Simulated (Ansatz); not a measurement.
## C₂H₃O, doublet: CASSCF and its corrections

Program: Ansatz, Gaussian basis, development build. Basis aug-cc-pVDZ, nonrelativistic, 3 orbitals frozen in the corrections. State-specific CASSCF; RHF is the lowest restricted (open-shell) Hartree–Fock solution met. No symmetry is imposed, so a solution can break that of the shape. The lowest solution met needn't be the lowest there is, nor hold the orbitals that a chemist would pick.

Geometry:

```xyz
6

C     0.0000   -0.1725   -1.1696
C     0.0000    0.4085    0.1321
O     0.0000   -0.2652    1.1721
H     0.0000    0.4437   -2.0639
H     0.0000   -1.2534   -1.2700
H     0.0000    1.5153    0.1821
```

(1) What do CASSCF and its corrections give against RHF in CAS(3,3), and what are the occupations?

(2) How do single-reference totals in the same basis and frozen core stand against SC-NEVPT2 in CAS(3,3)?

Answers

(1) CASSCF -1.027 eV, SC-NEVPT2 -12.401 eV; occupations 1.91, 1.00, 0.08.

(2) CCSD(T) -1.163 eV. Coupled cluster stands on the determinant that it favours, which can lie over the RHF solution above, and is in doubt where the occupations are far from 0, 1 and 2.
